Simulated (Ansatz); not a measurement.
Basis-set extrapolation for `[BH]OC` radical (PBE0-D4/def2-TZVP geometry, frozen core, Ansatz). Multiplicity 2, UHF reference.

```csv
,def2-TZVPP,def2-QZVPP
HF,-139.765985,-139.773104
MP2 correlation,-0.487418,-0.522854
CCSD(T) correlation,-0.532319,not run
```

Energies in hartree. Use E(X) = E(∞) + A·exp(−7.88·√X) for Hartree–Fock and E(X) = E(∞) + B·X^(−2.97) for correlation, with X = 3 and 4, and add CCSD(T) minus MP2 of the smaller set to the MP2 limit.

Question: What is the CCSD(T) energy at the basis-set limit?

Answer: HF limit: -139.773104 + (-0.007119) × 0.13774 = -139.77408. MP2 limit: -0.522854 + (-0.035436) × 0.74074 = -0.54910. Higher-order term: -0.532319 − (-0.487418) = -0.04490. Total: -140.36808 hartree, 43.8 kcal/mol below CCSD(T)/def2-TZVPP.
